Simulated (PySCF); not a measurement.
First SCF of a structure search on doublet AlH₃⁻, at a hand-made T-shaped geometry. PySCF input:

```python
from pyscf import gto, scf, dft
mol = gto.M(atom='''
Al     0.000000     0.000000     0.000000
H      0.000000     0.000000     1.580000
H      1.579000     0.000000     0.055100
H     -1.579000     0.000000     0.055100''',
    basis={'Al': 'def2-TZVPD', 'H': 'def2-TZVPD'},
    charge=-1, spin=1)
mf = dft.UKS(mol, xc='PBE0')
mf.grids.atom_grid = (50, 194)
aux = {'Al': 'def2-universal-JKFIT', 'H': 'def2-universal-JKFIT'}
mf = mf.density_fit(auxbasis=aux)
mf.conv_tol = 1e-08
mf.diis_space = 10
mf.max_cycle = 60
mf.init_guess = 'minao'
mf.verbose = 4
mf.kernel()
```

Excerpt of the output (cycles alone):

```
init E= -243.814135525106
cycle= 1 E= -243.995234130196  delta_E= -0.181  |g|= 0.176  |ddm|= 1.03
cycle= 2 E= -244.017123165538  delta_E= -0.0219  |g|= 0.124  |ddm|= 0.658
cycle= 3 E= -244.034285494834  delta_E= -0.0172  |g|= 0.0127  |ddm|= 0.265
cycle= 4 E= -244.034511715678  delta_E= -0.000226  |g|= 0.00418  |ddm|= 0.0298
cycle= 5 E= -244.034554157478  delta_E= -4.24e-05  |g|= 0.00224  |ddm|= 0.0143
cycle= 6 E= -244.034566009311  delta_E= -1.19e-05  |g|= 0.00104  |ddm|= 0.00495
cycle= 7 E= -244.034572596082  delta_E= -6.59e-06  |g|= 0.000256  |ddm|= 0.00537
cycle= 8 E= -244.034572969891  delta_E= -3.74e-07  |g|= 5.79e-05  |ddm|= 0.00168
cycle= 9 E= -244.034572987393  delta_E= -1.75e-08  |g|= 1.34e-05  |ddm|= 0.000423
cycle= 10 E= -244.034572988071  delta_E= -6.79e-10  |g|= 3.43e-06  |ddm|= 8.76e-05
Extra cycle  E= -244.034572988093  delta_E= -2.17e-11  |g|= 1.74e-06  |ddm|= 1.57e-05
converged SCF energy = -244.034572988093  <S^2> = 0.76210632  2S+1 = 2.0120699
```

No lower solution of this spin was found by a stability analysis within the unrestricted form.

The search for the lowest solution, with the stability check, took 2 s on 2 threads of a shared Arm Neoverse V1 host, with 70 basis functions; the process peaked at 0.3 GiB. Launch command: `OMP_NUM_THREADS=2 python axn.py task.json out`.
